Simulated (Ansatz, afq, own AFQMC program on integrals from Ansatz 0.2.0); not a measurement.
AFQMC on a folder of integrals that Ansatz 0.2.0 wrote.

```yaml
crystal:
  periodic: [false, false, false]
  atoms:
    - {symbol: B, position_ang: [0.000000, 0.000000, 0.000000]}
    - {symbol: H, position_ang: [0.821491, 1.609553, 1.605903]}
    - {symbol: H, position_ang: [-0.840592, -1.600042, 1.605523]}
    - {symbol: H, position_ang: [-0.817781, 1.601929, -1.615392]}
    - {symbol: H, position_ang: [0.836881, -1.611440, -1.596034]}
basis:
  gaussian: {orbitals: 6-31G}
magnetization: {spin_polarized: true, initial_magnetization: 1}
correlation: {method: ccsd_t, electrons: outside_noble_gas, hamiltonian_folder: ham}
```

```sh
$ ansatz run in.yaml --threads 1 --pin off --events-out ev --progress --plain --max-ram 24576MiB --backend cuda --devices 0, --max-vram 18GiB
```

afq runs on the folder ham with

```
--method phaseless --trial cisd --walkers 4000 --populations 20 --least-time 60 --time-step 0.005 --steps-per-block 50 --equilibration-blocks 40 --max-blocks 4000 --target-error 0.00032 --factor-cut 1e-05 --start spin_pure --seed 2894 --release-times 0.24,0.51,0.99,1.62,2.4 --release-step 0.03 --release-every 3 --taylor-order 6
```

Times are imaginary, in 1/Eh. The walk had a cap of 122 s. With eight or more populations the least sampling time is a fifth of least-time, and the error comes from their spread.

afq prints:

```
orbitals 16  electrons 4 3  factors 88 of 254
reference energy -26.52475991 Eh
CCSD correlation -0.06488298 Eh in 46 cycles, weight of the determinant in the CISD state 0.6820
energy of the start -26.571006 Eh
 block  time / (1/Eh)  mean weight  energy / Eh
     1     0.250  1.0001  -26.575791
     2     0.500  1.0002  -26.579459
     3     0.750  1.0001  -26.582106
     4     1.000  1.0000  -26.584328
     5     1.250  0.9999  -26.586114
     7     1.750  1.0000  -26.589010
     9     2.250  0.9999  -26.591023
    11     2.750  1.0000  -26.592449
    15     3.750  1.0000  -26.593648
    19     4.750  1.0001  -26.594421
    23     5.750  0.9999  -26.594762
    27     6.750  1.0001  -26.594799
    31     7.750  1.0001  -26.595356
    35     8.750  1.0001  -26.595449
    39     9.750  0.9999  -26.595254
    43    10.750  0.9999  -26.595655
    47    11.750  1.0000  -26.595344
    51    12.750  1.0002  -26.595240
    55    13.750  1.0000  -26.595506
    59    14.750  1.0001  -26.595227
    63    15.750  1.0001  -26.595587
    67    16.750  1.0001  -26.595432
    71    17.750  1.0000  -26.595790
    75    18.750  1.0003  -26.596061
    79    19.750  0.9996  -26.596814
    83    20.750  0.9998  -26.596491
    87    21.750  0.9996  -26.596443
    89    22.250  1.0001  -26.596573
error from the spread of 20 populations
released: time / (1/Eh)  energy / Eh  error  mean overlap
  0.24  -26.595953  0.000283  0.9990
  0.51  -26.596513  0.000197  0.9989
  0.99  -26.596864  0.000148  0.9997
  1.62  -26.597434  0.000228  1.0004
  2.40  -26.597520  0.000162  1.0053
energy -26.595752 +/- 0.000179 Eh
(rows thinned)
```

The run passed its tests (sampling time, drift between the halves within three errors, error under three times the target), which doesn't prove that it has relaxed.

Against this walk (error 4.9 meV) on the same determinant: CCSD(T) 100.0 meV higher, CCSDT(Q) 104.0 meV lower, CCSDTQ 166.8 meV lower, full CI 179.8 meV lower. The error is statistical and leaves out the bias of the constraint. The determinant has ⟨S²⟩ = 2.53, so the low cluster orders mix in higher spin, while the walk starts as a pure doublet. The released energies are still falling (meV from the phaseless value at times in 1/Eh: -5 ± 8 at 0.24, -21 ± 5 at 0.51, -30 ± 4 at 0.99, -46 ± 6 at 1.62, -48 ± 4 at 2.40), so they give no level; they do show a bias of the constraint, and the last of them that isn't too noisy lies 132 meV above full CI. Full CI is exact here, so the walk's 180 meV above it is the walk's own error: the bias of the constraint with this trial. The determinant is a poor start (see the cautions), so the low cluster orders aren't to be relied on, and full CI is the sure value.

Cautions: constraint bias not in the error; strong correlation (T1 0.089, weight of the determinant 0.68, largest double 0.23); unrestricted determinant spin contaminated (⟨S²⟩ 2.53 against 0.75); CCSD(T) is in doubt: in a space of 7 electrons in 8 natural orbitals full CI lies 193 meV below it.

The walk took 30 s on 1 × NVIDIA H100 80GB HBM3 with 2 threads of AMD EPYC 7R13 Processor (Zen 3), with other jobs on the host (the card was shared). The log's last line is the phaseless energy.

CCSDT and higher add their correlation energy to the determinant of the CCSD(T) run, since their own runs factorise the integrals more tightly (a shift of under 2 meV).
